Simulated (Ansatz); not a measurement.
# CH5Al (triplet): the correlation ladder at distance Al1–H4 along a hydrogen transfer = 1.806 Å, cc-pVDZ

How much of the correlation energy of CH5Al (triplet) does each wave-function method recover here?

The runs use Ansatz 0.2.0, Gaussian basis; cc-pVDZ, correlated electrons: outside noble gas.

Plan: UHF; CCSD(T) on ROHF; CCSD(T) on UHF; BCCD(T) on ROHF; CISD; CCSDT(Q) on ROHF; CCSDT(Q) on UHF; CASSCF and NEVPT2, 4 electrons in 4 orbitals.

## Step 1: The system

The geometry derives from fragments relaxed apart (PBE0/def2-TZVP) and kept rigid, so it is no stationary point. A hydrogen atom is moved between rigid fragments.

7 atoms, charge 0, spin multiplicity 3.

Atoms are counted from 1 here; the program's logs count them from 0.

Bond lengths: Al1–H2 1.586 Å, Al1–H3 1.586 Å, Al1–H4 1.806 Å, C5–H6 1.079 Å, C5–H7 1.079 Å. Angles: H2–Al1–H3 120.0°, H2–Al1–H4 120.0°, H3–Al1–H4 120.0°, H6–C5–H7 134.8°.

In the tables R marks a restricted open-shell determinant and U an unrestricted one; 'pair' is the active space of 4 electrons in 4 orbitals; correlation energies count from the lowest restricted Hartree-Fock solution.

## Step 2: UHF

Contents of in.yaml:

```yaml
crystal:
  periodic: [false, false, false]
  atoms:
    - {symbol: Al, position_ang: [-1.122073, 0.000000, 0.000000]}
    - {symbol: H, position_ang: [-1.914996, 1.373384, 0.000000]}
    - {symbol: H, position_ang: [-1.914996, -1.373384, 0.000000]}
    - {symbol: H, position_ang: [0.683927, 0.000000, 0.000000]}
    - {symbol: C, position_ang: [2.324927, 0.000000, 0.000000]}
    - {symbol: H, position_ang: [2.739395, 0.000000, 0.996161]}
    - {symbol: H, position_ang: [2.739395, 0.000000, -0.996161]}
basis:
  gaussian: {orbitals: cc-pVDZ}
magnetization: {spin_polarized: true, initial_magnetization: 2}
hamiltonian: {xc: hf}
output: {orbitals: {seedname: orbitals}}
```

Command:

```bash
ansatz run in.yaml --threads 1 --pin off --events-out ev --progress --plain --max-ram 2393MiB
```

The runs that follow: CCSD(T) on ROHF; CCSD(T) on UHF; BCCD(T) on ROHF; CISD; CCSDT(Q) on ROHF; CCSDT(Q) on UHF; CASSCF and NEVPT2, 4 electrons in 4 orbitals.

Before running them: what should the planned runs give, taken together? Wanted: correlation energy, UCCSDT(Q); RMP2 from UCCSDT(Q); UMP2 from UCCSDT(Q); RCCSD from UCCSDT(Q); RCCSD(T) from UCCSDT(Q); UCCSD(T) from UCCSDT(Q); RCCSDT(Q) from UCCSDT(Q); NEVPT2 pair from UCCSDT(Q); T1 diagnostic.

The runs gave:

| quantity | value |
| --- | --- |
| correlation energy, UCCSDT(Q) | -6.6404 eV |
| RMP2 from UCCSDT(Q) | +1408.1 meV |
| UMP2 from UCCSDT(Q) | +1396.8 meV |
| RCCSD from UCCSDT(Q) | +160.0 meV |
| RCCSD(T) from UCCSDT(Q) | +35.7 meV |
| UCCSD(T) from UCCSDT(Q) | +35.9 meV |
| RCCSDT(Q) from UCCSDT(Q) | +0.8 meV |
| NEVPT2 pair from UCCSDT(Q) | +1325.5 meV |
| levels of the table within 1 kcal/mol (43 meV) | RCCSD(T), UCCSD(T), BCCD(T), RCCSDT, UCCSDT, RCCSDT(Q) |
| T1 diagnostic | 0.032 |

In words: RCCSD(T) misses by +35.7 meV, 0.5 % of the correlation energy. These misses are within one basis, not against nature; the frozen cores of restricted and unrestricted runs differ, which can shift their rows.
